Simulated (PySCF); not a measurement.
**Continuum solvent and chemical shifts**

Geometry:
```csv
atom,x (Å),y (Å),z (Å)
C1,2.086,-0.110,-0.221
C2,0.902,-0.344,0.344
F3,0.738,-0.228,1.665
S4,-0.518,-0.914,-0.514
C5,-1.811,0.038,0.322
H6,2.192,-0.152,-1.304
H7,2.955,0.107,0.403
H8,-2.763,-0.304,-0.106
H9,-1.697,1.115,0.139
H10,-1.805,-0.168,1.400
```

GIAO PBE0/pcSseg-1 in PySCF on one PBE0-D3(BJ)/def2-SVP conformer, non-relativistic, equivalent nuclei averaged. Solvents enter as an IEF-PCM continuum (chloroform with ε = 4.7, dichloromethane with ε = 8.9) around the gas-phase geometry. Shifts are referred to TMS, CFCl3, CS2 computed in the same medium.

Gas phase, δ in ppm: C2 171.7, C1 99.1, C5 17.3, F3 -83.8, S4 4.8, H7 5.03, H6 4.87, H8/H9/H10 2.14. Dipole moment 1.14 D.

(1) How does each δ change in the continuum?

(2) Which nuclei move most (in ppm), and what does the model miss?

Answers

(1) 
| atoms | environment | Δδ, chloroform | Δδ, dichloromethane |
| --- | --- | --- | --- |
| C2 | fully substituted alkene carbon | +0.4 | +0.5 |
| C1 | terminal =CH2 carbon | +1.6 | +1.9 |
| C5 | methyl carbon bonded to S | +0.4 | +0.5 |
| F3 | vinylic fluorine | -1.3 | -1.4 |
| S4 | sulfide sulfur | -5.0 | -6.0 |
| H7 | hydrogen on a terminal =CH2 carbon | +0.15 | +0.18 |
| H6 | hydrogen on a terminal =CH2 carbon | +0.19 | +0.23 |
| H8/H9/H10 | hydrogen on a methyl carbon bonded to S | +0.13 | +0.15 |

Changes are relative to the gas phase. The dipole moment becomes 1.35 D in chloroform, 1.39 D in dichloromethane.

(2) S4 (sulfide sulfur, -6.0 ppm) in dichloromethane. A continuum only polarises the solute; specific hydrogen bonds, the anisotropy of aromatic solvents and changes of geometry or conformer are outside it.
